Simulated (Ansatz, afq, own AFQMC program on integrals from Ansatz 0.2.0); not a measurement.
SiHBr, triplet in cc-pVTZ, levels against CCSDT(Q)

```json
{"atom": "Br", "x (Å)": "0.0000", "y (Å)": "0.0000", "z (Å)": "-1.7113"}
{"atom": "H", "x (Å)": "0.0000", "y (Å)": "0.0000", "z (Å)": "0.1357"}
{"atom": "Si", "x (Å)": "0.0000", "y (Å)": "0.0000", "z (Å)": "1.5757"}
```

Connectivity, by distances: Br ··· Si, 1 bridging H.

Basis cc-pVTZ. Only valence electrons are correlated. Integrals, coupled cluster, full CI and functionals: Ansatz 0.2.0; the random walks run on the same integrals in our own AFQMC program. ph-AFQMC/CISD is guided by a CISD state made of CCSD amplitudes; releasing the constraint for a short imaginary time cuts its bias at the price of noise, slowly where states lie close. ± is one standard error of the sampling. No spin–orbit coupling.

Determinant: UHF, the one that the program's search chose, which needn't be the lowest solution. The geometry is a point of a scan.

No full CI on the walks' own integrals is used here; CCSDT(Q) serves as the reference and is uncertain by about the last step of the cluster series.

Cautions: no relativity below Rb; no spin-orbit coupling; inner d shell frozen; lower spins were not checked; the released energies are still falling, so no released level is given (meV from the phaseless value at times in 1/Eh: 2 ± 4 at 0.24, -10 ± 3 at 0.51, -19 ± 4 at 0.99, -25 ± 5 at 1.62, -45 ± 15 at 2.40), though the last usable value meets CCSDT(Q) within the noise.

- T1 diagnostic: 0.0221
- weight of the determinant in the CISD state: 0.850
- ⟨S²⟩ of the determinant: 2.031
- size of the correlated space: 12 electrons in 72 orbitals

Reference: CCSDT(Q), correlation energy -7.835 eV.

| level | E − E(reference) (kJ/mol) | share of correlation (%) |
| --- | --- | --- |
| HF | 756.0 | 0.00 |
| MP2 | 135.8 | 82.03 |
| CCSD | 33.2 | 95.60 |
| CCSD(T) | 5.5 | 99.27 |
| CCSDT | 1.3 | 99.82 |
| ph-AFQMC/HF | 11.9 ± 2.5 | 98.43 |
| ph-AFQMC/CISD | 2.9 ± 0.5 | 99.62 |

A walk keeps the symmetry of its determinant, which the program's search chose and which needn't be the lowest solution, so a lower state of the same spin and another symmetry isn't excluded.
